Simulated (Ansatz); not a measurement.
`CC(N)(F)S` + H₂ → `CC(F)S` + NH₃ at 500 K and 1 bar (hydrogenolysis of a C–N bond).

Computed with Ansatz on PBE0-D4/def2-TZVP structures; ΔE is electronic, products minus reactants. CBS: MP2 limit from def2 TZ/QZ plus the TZ coupled-cluster correction, frozen cores. This one scheme is used for every species. Each species was taken in one conformer, which may not be the lowest.

```csv
species,CCSD(T)/CBS energy (Eh),H − E (kJ/mol),S (J/(mol·K))
`CC(N)(F)S`,-631.98913,265.6,385.7
H₂,-1.17544,41.0,145.5
`CC(F)S`,-576.67585,212.6,349.9
NH₃,-56.50880,108.2,211.8
```

H − E and S are ideal-gas, rigid-rotor, harmonic terms from PBE0-D4/def2-TZVP, for one conformer and one mirror image of each species. For small species the MP2-based limit differs from directly extrapolated CCSD(T) by up to some mEh (0.8 for H₂); such offsets cancel only in part. 1 Eh = 2625.50 kJ/mol, R = 8.31446 J/(mol·K).

By hand: ΔE, ΔH, ΔS and ΔG.

ΔE = (-576.67585) + (-56.50880) − (-631.98913) − (-1.17544) = -0.02008 Eh = -52.7 kJ/mol. Δ(H − E) = 212.6 + 108.2 − 265.6 − 41.0 = 14.2, so ΔH = -38.5 kJ/mol. ΔS = 349.9 + 211.8 − 385.7 − 145.5 = 30.5 J/(mol·K). ΔG = -38.5 − 500 × (30.5)/1000 = -53.8 kJ/mol.

By hand: the equilibrium constant, and the temperature at which ΔG would vanish if ΔH and ΔS stayed fixed.

log₁₀ K = −ΔG/(RT ln 10) = 5.6. ΔH and −TΔS have one sign here, so there is no such temperature.

TΔS isn't small against ΔH here. A doubt of 5 kJ/mol in ΔE shifts log₁₀ K by 0.5 here. Other conformers and mirror images would add mixing entropy, several J/(mol·K) or more a flexible species. These are equilibria of isolated gas molecules and say nothing of rates. Largest T1 diagnostic: 0.011 (customary marks: 0.02 for closed shells, 0.045 for open ones).
